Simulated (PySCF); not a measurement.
C$_{2}$H$_{4}$, charge +1, doublet, geometry from GFN2-xTB (a state made from the parent by changing its charge; the spin is typed, not shown lowest); MP2/6-31G* in PySCF.

The PySCF input:
```python
from pyscf import gto, scf, mp

mol = gto.M(
    atom='''
C    -0.652257   -0.040606    0.002958
C     0.652257    0.040606   -0.002958
H    -1.330139    0.738756    0.372842
H    -1.231558   -0.898233   -0.361223
H     1.336772   -0.811258    0.094558
H     1.224925    0.970735   -0.106177
''',
    basis='6-31g*',
    charge=1,
    spin=1,
    verbose=4,
)

mf = scf.UHF(mol)
mf.kernel()

pt = mp.MP2(mf)
pt.kernel()
print('E(MP2) = %.10f' % pt.e_tot)
mf.analyze()
```

Question: Write the output that PySCF gives for this input, abridged.

Answer: 
```
PySCF version 2.14.0

[INPUT] verbose = 4
[INPUT] num. atoms = 6
[INPUT] num. electrons = 15
[INPUT] charge = 1
[INPUT] spin (= nelec alpha-beta = 2S) = 1
[INPUT] symmetry False subgroup None
[INPUT] Mole.unit = angstrom
[INPUT] Symbol           X                Y                Z      unit          X                Y                Z       unit  Magmom
[...]
nuclear repulsion = 33.4353859177988
number of shells = 20
number of NR pGTOs = 70
number of NR cGTOs = 36
basis = 6-31g*
ecp = {}

******** <class 'pyscf.scf.uhf.UHF'> ********
method = UHF
initial guess = minao
damping factor = 0
level_shift factor = 0
DIIS = <class 'pyscf.scf.diis.CDIIS'>
diis_start_cycle = 1
diis_space = 8
diis_damp = 0
SCF conv_tol = 1e-09
SCF conv_tol_grad = None
SCF max_cycles = 50
direct_scf = True
direct_scf_tol = 1e-13
number electrons alpha = 8  beta = 7
Set gradient conv threshold to 3.16228e-05
init E= -78.1345304734295

cycle= 1 E= -77.6207578208018  delta_E= 0.514  |g|= 0.304  |ddm|= 1.34
cycle= 2 E= -77.6876363247511  delta_E= -0.0669  |g|= 0.0965  |ddm|= 0.42
cycle= 3 E= -77.6945615416625  delta_E= -0.00693  |g|= 0.0293  |ddm|= 0.0949
cycle= 4 E= -77.6961800878836  delta_E= -0.00162  |g|= 0.0128  |ddm|= 0.0505
cycle= 5 E= -77.6967490511168  delta_E= -0.000569  |g|= 0.00738  |ddm|= 0.0255
cycle= 6 E= -77.6969989010143  delta_E= -0.00025  |g|= 0.00266  |ddm|= 0.0247
cycle= 7 E= -77.6970238457335  delta_E= -2.49e-05  |g|= 0.000614  |ddm|= 0.00849
cycle= 8 E= -77.697024863329  delta_E= -1.02e-06  |g|= 0.000139  |ddm|= 0.00162
cycle= 9 E= -77.6970249069857  delta_E= -4.37e-08  |g|= 4.51e-05  |ddm|= 0.000289
cycle= 10 E= -77.697024911666  delta_E= -4.68e-09  |g|= 1.71e-05  |ddm|= 0.000105
cycle= 11 E= -77.697024912272  delta_E= -6.06e-10  |g|= 4.86e-06  |ddm|= 4.5e-05
Extra cycle  E= -77.6970249123038  delta_E= -3.18e-11  |g|= 2.85e-06  |ddm|= 6.31e-06
converged SCF energy = -77.6970249123038  <S^2> = 0.76048656  2S+1 = 2.0104592

******** <class 'pyscf.mp.ump2.UMP2'> ********
nocc = (np.int64(8), np.int64(7)), nmo = (36, 36)
E(UMP2) = -77.9076478128325  E_corr = -0.210622900528715
E(SCS-UMP2) = -77.9100500377328  E_corr = -0.213025125429043
E_corr(same-spin) = -0.0458334867754786
E_corr(oppo-spin) = -0.164789413753236
E(MP2) = -77.9076478128
**** SCF Summaries ****
Total Energy =                         -77.697024912303803
Nuclear Repulsion Energy =              33.435385917798769
One-electron Energy =                 -164.990598793403251
Two-electron Energy =                   53.858187963300679
Two-electron Coulomb Energy =           65.361609924701213
DFT Exchange-Correlation Energy =      -11.503421961400534
**** MO energy ****
                             alpha | beta                alpha | beta
[...]
To work with the spin densities directly, `use mulliken_meta_spin()` only printing them here.

 ** Mulliken spin pop alpha/beta on meta-lowdin orthogonal AOs **
 ** Mulliken Spin Density (per AO)  **
spin_pop of  0 C 1s       -0.00000
spin_pop of  0 C 2s        0.02549
spin_pop of  0 C 3s       -0.00118
spin_pop of  0 C 2px      -0.00130
spin_pop of  0 C 2py       0.15181
spin_pop of  0 C 2pz       0.33860
spin_pop of  0 C 3px      -0.00039
spin_pop of  0 C 3py       0.00009
spin_pop of  0 C 3pz       0.00027
spin_pop of  0 C 3dxy      0.00023
spin_pop of  0 C 3dyz     -0.00083
spin_pop of  0 C 3dz^2    -0.00067
spin_pop of  0 C 3dxz      0.00164
spin_pop of  0 C 3dx2-y2    0.00009
spin_pop of  1 C 1s       -0.00000
spin_pop of  1 C 2s        0.02549
spin_pop of  1 C 3s       -0.00118
spin_pop of  1 C 2px      -0.00194
spin_pop of  1 C 2py       0.03764
spin_pop of  1 C 2pz       0.45341
spin_pop of  1 C 3px      -0.00039
spin_pop of  1 C 3py       0.00012
spin_pop of  1 C 3pz       0.00024
spin_pop of  1 C 3dxy      0.00030
spin_pop of  1 C 3dyz     -0.00020
spin_pop of  1 C 3dz^2    -0.00132
spin_pop of  1 C 3dxz      0.00157
spin_pop of  1 C 3dx2-y2    0.00011
spin_pop of  2 H 1s       -0.00706
spin_pop of  2 H 2s        0.00014
spin_pop of  3 H 1s       -0.00706
spin_pop of  3 H 2s        0.00014
spin_pop of  4 H 1s       -0.00706
spin_pop of  4 H 2s        0.00014
spin_pop of  5 H 1s       -0.00706
spin_pop of  5 H 2s        0.00014
 ** Mulliken Spin Density (per atom)  **
spin density of  0 C =      0.51385
spin density of  1 C =      0.51385
spin density of  2 H =     -0.00693
spin density of  3 H =     -0.00693
spin density of  4 H =     -0.00693
spin density of  5 H =     -0.00693
 ** Mulliken pop alpha/beta on meta-lowdin orthogonal AOs **
 ** Mulliken pop       alpha | beta **
[...]
In total             8.00000 | 7.00000
 ** Mulliken atomic charges   ( Nelec_alpha | Nelec_beta ) **
charge of  0C =      0.09008  (     3.21189      2.69803 )
charge of  1C =      0.09008  (     3.21189      2.69803 )
charge of  2H =      0.20496  (     0.39406      0.40098 )
charge of  3H =      0.20496  (     0.39406      0.40098 )
charge of  4H =      0.20496  (     0.39406      0.40098 )
charge of  5H =      0.20496  (     0.39406      0.40098 )

WARN: System has nonzero charge 1; the dipole moment is origin-dependent.
Location of origin: [0. 0. 0.]

Dipole moment(X, Y, Z, Debye):  0.00000,  0.00000,  0.00000
```
